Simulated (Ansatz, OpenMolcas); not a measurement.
**How methods differ on NO+ (nitrosonium)**

NO+: 2 atoms, total charge +1, spin state singlet. As SMILES, `N#[O+]`. The bond length is the measured one.

```
atom   x (Å)   y (Å)   z (Å)
   N  0.0000  0.0000  0.0000
   O  0.0000  0.0000  1.0632
```

Quantity: the energy change with the N1–O2 bond stretched from 1.063 to 2.658 Å, in eV. The values are calculated.

```
                        level                    kind     program  value (eV)  less FCI/STO-3G
       HF/STO-3G (restricted)            Hartree–Fock  OpenMolcas       11.04            +6.02
    SVWN5/STO-3G (restricted)                     LDA      Ansatz       10.48            +5.46
      PBE/STO-3G (restricted)                     GGA      Ansatz        9.70            +4.68
   r2SCAN/STO-3G (restricted)                meta-GGA  OpenMolcas       11.12            +6.10
    B3LYP/STO-3G (restricted)           global hybrid      Ansatz       11.47            +6.45
CAM-B3LYP/STO-3G (restricted)  range-separated hybrid      Ansatz       12.03            +7.01
   B2PLYP/STO-3G (restricted)           double hybrid      Ansatz       11.86            +6.84
CCSD(T)/STO-3G (unrestricted)   coupled cluster or CI      Ansatz        4.99            -0.03
                   FCI/STO-3G      exact in the basis      Ansatz        5.02             0.00
```

FCI/STO-3G is exact within its basis and frozen core, so for wave-function methods in that basis the difference is their error; functionals converge differently with the basis, so for them it is only a difference. Spin-restricted single references rise too steeply as a bond breaks. Perturbation and coupled-cluster corrections on them can overshoot downwards. The first shape isn't each level's own minimum. The values span 4.99 to 12.03 eV. Spin contamination of the reference (⟨S²⟩ at least 0.1 too high) touches CCSD(T)/STO-3G. All rows use very small basis sets, so even the best lies far from the true value.
